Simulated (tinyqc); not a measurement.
Worked calculation: RKS/BP86 in the sto-3g basis, for LiH, spin multiplicity 1. One step of it, computed by the program tinyqc.

Question. Iteration 1: building the Kohn-Sham matrix. J_ij = sum D_kl (ij|kl); F = H + J + V_xc; E = tr D H + tr D J / 2 + E_xc + E_nn.

D at the start, lower triangle:
```
            1Li 1s    1Li 2s   1Li 2px   1Li 2py   1Li 2pz     2H 1s
1Li 1s    2.046906
1Li 2s   -0.143547  0.356142
1Li 2px   0.000000  0.000000  0.000000
1Li 2py   0.000000  0.000000  0.000000  0.000000
1Li 2pz  -0.091030  0.351113  0.000000  0.000000  0.347436
2H 1s    -0.112514  0.469004  0.000000  0.000000  0.464323  0.620575
```

core Hamiltonian H = T + V (hartree), lower triangle:
```
            1Li 1s     1Li 2s    1Li 2px    1Li 2py    1Li 2pz      2H 1s
1Li 1s   -4.680992
1Li 2s   -1.050868  -1.361731
1Li 2px   0.000000   0.000000  -1.107564
1Li 2py   0.000000   0.000000   0.000000  -1.107564
1Li 2pz  -0.011127  -0.103326   0.000000   0.000000  -1.188752
2H 1s    -0.146965  -0.510914   0.000000   0.000000  -0.670699  -1.290817
```

Two-electron integrals (ij|kl) in chemists' order, unique and non-zero (hartree):
```
(11|11) 1.680395   (21|11) 0.265420   (21|21) 0.049941   (22|11) 0.397727
(22|21) 0.092860   (22|22) 0.290562   (31|31) 0.008981   (32|31) 0.013788
(32|32) 0.064184   (33|11) 0.396640   (33|21) 0.092880   (33|22) 0.290497
(33|33) 0.312946   (41|41) 0.008981   (42|41) 0.013788   (42|42) 0.064184
(43|43) 0.016869   (44|11) 0.396640   (44|21) 0.092880   (44|22) 0.290497
(44|33) 0.279207   (44|44) 0.312946   (51|51) 0.008981   (52|51) 0.013788
(52|52) 0.064184   (53|53) 0.016869   (54|54) 0.016869   (55|11) 0.396640
(55|21) 0.092880   (55|22) 0.290497   (55|33) 0.279207   (55|44) 0.279207
(55|55) 0.312946   (61|11) 0.034714   (61|21) 0.006580   (61|22) 0.012521
(61|33) 0.012375   (61|44) 0.012375   (61|51) 0.000809   (61|52) 0.001578
(61|55) 0.012819   (61|61) 0.000953   (62|11) 0.105548   (62|21) 0.025055
(62|22) 0.086074   (62|33) 0.081290   (62|44) 0.081290   (62|51) 0.003975
(62|52) 0.026565   (62|55) 0.095562   (62|61) 0.003977   (62|62) 0.046177
(63|31) 0.001734   (63|32) 0.008728   (63|53) 0.003811   (63|63) 0.002827
(64|41) 0.001734   (64|42) 0.008728   (64|54) 0.003811   (64|64) 0.002827
(65|11) 0.138234   (65|21) 0.033084   (65|22) 0.117363   (65|33) 0.109294
(65|44) 0.109294   (65|51) 0.006127   (65|52) 0.040855   (65|55) 0.133384
(65|61) 0.005406   (65|62) 0.068197   (65|65) 0.101652   (66|11) 0.274656
(66|21) 0.066142   (66|22) 0.251124   (66|33) 0.229256   (66|44) 0.229256
(66|51) 0.010931   (66|52) 0.093558   (66|55) 0.294731   (66|61) 0.010758
(66|62) 0.172967   (66|65) 0.263818   (66|66) 0.774606
```

nuclear repulsion = 0.82469176 hartree

V_xc (hartree), lower triangle:
```
            1Li 1s     1Li 2s    1Li 2px    1Li 2py    1Li 2pz      2H 1s
1Li 1s   -1.096678
1Li 2s   -0.138613  -0.158556
1Li 2px   0.000000   0.000000  -0.141517
1Li 2py   0.000000   0.000000   0.000000  -0.141517
1Li 2pz  -0.005459  -0.072136   0.000000   0.000000  -0.187855
2H 1s    -0.019194  -0.102605   0.000000   0.000000  -0.153080  -0.441061
```

E_xc = sum of w rho eps_xc = -2.26004531 hartree

Give: Coulomb J; Kohn-Sham matrix F; total energy of this density.

Answer.

Coulomb J (hartree), lower triangle:
```
         1Li 1s  1Li 2s  1Li 2px  1Li 2py  1Li 2pz   2H 1s
1Li 1s   4.0329
1Li 2s   0.6881  1.3346
1Li 2px  0.0000  0.0000   1.3029
1Li 2py  0.0000  0.0000   0.0000   1.3029
1Li 2pz  0.0241  0.1631   0.0000   0.0000   1.3909
2H 1s    0.0943  0.5037   0.0000   0.0000   0.7100  1.6843
```

Kohn-Sham matrix F (hartree), lower triangle:
```
          1Li 1s   1Li 2s  1Li 2px  1Li 2py  1Li 2pz    2H 1s
1Li 1s   -1.7448
1Li 2s   -0.5014  -0.1857
1Li 2px   0.0000   0.0000   0.0538
1Li 2py   0.0000   0.0000   0.0000   0.0538
1Li 2pz   0.0075  -0.0123   0.0000   0.0000   0.0143
2H 1s    -0.0719  -0.1098   0.0000   0.0000  -0.1137  -0.0476
```

total energy of this density = -7.912790 hartree
